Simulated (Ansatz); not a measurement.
**Scan of [CH$_{3}$···H···H], doublet**

Starting geometry:

```yaml
atoms:
  - { symbol: C, position_ang: [-0.1377, 0.0000, 0.0000] }
  - { symbol: H, position_ang: [-0.5009, 1.0273, 0.0000] }
  - { symbol: H, position_ang: [-0.5009, -0.5137, 0.8897] }
  - { symbol: H, position_ang: [-0.5009, -0.5137, -0.8897] }
  - { symbol: H, position_ang: [0.9519, 0.0000, 0.0000] }
  - { symbol: H, position_ang: [2.1913, 0.0000, 0.0000] }
```

From there H5 is moved from one fragment to the other while all else, the fragments' distance too, stays fixed; atoms are numbered as listed. Energies are in kJ/mol, counted from the starting geometry at the same level.

Basis cc-pVDZ; Ansatz 0.2.0. Only valence electrons are correlated (noble-gas cores frozen). R marks a restricted (for open shells ROHF) determinant, U an unrestricted one. Active spaces: valence = (9e, 9o) chosen from the atoms' valence shells.

Runs in a small pair space aren't shown, since their orbitals change along the scan.

Full CI isn't at hand for all of this; UCCSDT(Q) serves as the reference, and is uncertain by about the last step of the cluster series. The frozen core follows each run's orbitals, which can shift R against U totals by a few meV.

| distance C1-H5 (Å) | UCCSDT(Q) | error RMP2 | error UCCSD(T) | error BCCD(T) | error RCCSDT | error UCCSDT | error MRCISD+Q (valence space) |
| --- | --- | --- | --- | --- | --- | --- | --- |
| 1.013 | 14.5 | -2.3 | -0.1 | -0.1 | 0.0 | 0.0 | -0.1 |
| 1.090 | 0.0 | 0.0 | 0.0 | 0.0 | 0.0 | 0.0 | 0.0 |
| 1.160 | 2.5 | 2.6 | 0.1 | 0.1 | 0.0 | 0.0 | 0.1 |
| 1.231 | 12.5 | 5.4 | 0.2 | 0.2 | 0.1 | 0.0 | 0.1 |
| 1.301 | 23.6 | 6.9 | 0.3 | 0.3 | 0.1 | 0.0 | 0.1 |
| 1.372 | 31.9 | 7.5 | 0.4 | 0.4 | 0.1 | 0.0 | 0.1 |
| 1.443 | 35.9 | 13.3 | 0.4 | 0.3 | 0.0 | 0.0 | 0.1 |
| 1.513 | 37.9 | 15.0 | 0.3 | 0.3 | 0.0 | 0.0 | 0.1 |
| 1.584 | 43.9 | 13.8 | 0.2 | 0.2 | 0.0 | -0.1 | 0.1 |

Errors are those of relative energies. In total energy the starting point itself misses UCCSDT(Q) by: RMP2 77.8, UCCSD(T) 1.6, BCCD(T) 1.6, RCCSDT 0.4, UCCSDT 0.4, MRCISD+Q (valence space) 0.3 kJ/mol.

Spread of the error over the points with a reference, to 1.584 Å (largest less smallest): UCCSDT 0.1, RCCSDT 0.1, MRCISD+Q (valence space) 0.3, BCCD(T) 0.5, UCCSD(T) 0.5, RMP2 17.3 kJ/mol.
